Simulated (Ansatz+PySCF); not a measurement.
A calculation with Ansatz (development build ahead of 0.2.0).

```yaml
crystal:
  periodic: [false, false, false]
  atoms:
    - { symbol: "N", position_ang: [0.0, 0.0, -0.2159] }
    - { symbol: H, position_ang: [0.0, 0.0, 1.51129] }
basis:
  gaussian: { orbitals: "6-31G" }
magnetization:
  spin_polarized: true
  initial_magnetization: 2
hamiltonian:
  xc: hf
correlation:
  method: mp2
  frozen_orbitals: { H: 0, "N": 1 }
scf:
  omitted_lower_state_checks: [stability, starts, atomic_configurations, cluster_reference, orbital_swaps, given_window_search, neighbouring_geometries, increment]
```

The input is written out in the form of the current development build from the run's settings.

Results

```
Converged                                                          : yes
Reference energy                                                   : -54.88571 hartree
Correlation energy                                                 : -0.03376 hartree
Total energy                                                       : -54.91947 hartree
Spin squared of the determinant                                    : 2.723
Occupied orbitals by symmetry in an Abelian subgroup (alpha; beta) : 3 A1 1 B1 1 B2; 3 A1
```

Caution: large amplitudes, a single reference is doubtful; the unrestricted determinant is spin contaminated.
